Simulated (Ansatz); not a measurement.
Ansatz (a first-principles code) input (PBE/cc-pVTZ): A basis named .json is the Basis Set Exchange file of that set (core-valence sets with the plain set on hydrogen).

Ansatz 0.2 input:
```yaml
crystal:
  periodic: [false, false, false]
  atoms:
    - {symbol: H, position_ang: [-0.00000000, -0.00000000, -0.37201156]}
    - {symbol: H, position_ang: [0.00000000, 0.00000000, 0.37201156]}
basis:
  gaussian:
    orbitals: cc-pVTZ
    fitting: {mean_field: cc-pVTZ-JKFIT.json}
hamiltonian:
  xc: {name: PBE}
magnetization: {spin_polarized: false}
```

Output:

```
Functional definition: PBE
integrals: 0.00 GiB planned
60 factors; integrals over basis functions are off by at most 7.4e-1 eV
mean field: 0.05 GiB planned
mean field evaluation 1: about -31.3986 eV, gradient 9.5e0 eV
mean field evaluation 2: about -31.6903 eV, gradient 3.3e0 eV
mean field evaluation 4: about -31.7324 eV, gradient 4.9e-2 eV
mean field evaluation 8: about -31.7317 eV, gradient 6.7e-6 eV
mean field -31.73171328 eV, -1.1661189545 hartree, gradient 6.7e-6 eV, S^2 0.000000; 0 other end points of the search recorded, 0 dependent functions left out
reference -31.73173507 eV, -1.1661197552 hartree; 1, 1 occupied and 27, 27 virtual orbitals, 60 factors
Total energy: -31.73173507 eV, -1.1661197552 hartree
```
